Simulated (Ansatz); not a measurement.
Molecule: CHO$_{2}$, net charge -1, singlet state. It need not be the lowest isomer of its formula. Whether it binds its extra electron was not tested at this geometry. 
Geometry from a B3LYP-D3(BJ)/def2-TZVP (Ansatz, a program for electronic structure) optimisation:
```
C
O 1 1.2488
O 1 1.2488 2 130.63
H 1 1.1416 2 114.69 3 -180.00
```
Charge -1, spin multiplicity 1.

Task: Give the harmonic wavenumbers at B3LYP-D3(BJ)/def2-TZVP (Ansatz, finite differences of forces, unscaled).

Result: 755, 1055, 1347, 1385, 1690, 2529 cm⁻¹. Zero-point energy 12.5 kcal/mol.

Task: From these and the geometry, give the ideal-gas thermochemistry at 298.15 K and 1 atm (rigid rotor, harmonic oscillator).

Result: Point group C2v, rotational symmetry number 2. Rotational constants 108.6, 12.27, 11.02 GHz. S(trans) 37.34, S(rot) 19.24, S(vib) 0.37, S(elec, spin only) 0.00, S 57.0 cal/(mol K). H(298) - H(0) 2.46 kcal/mol; G - E(el) -2.0 kcal/mol.
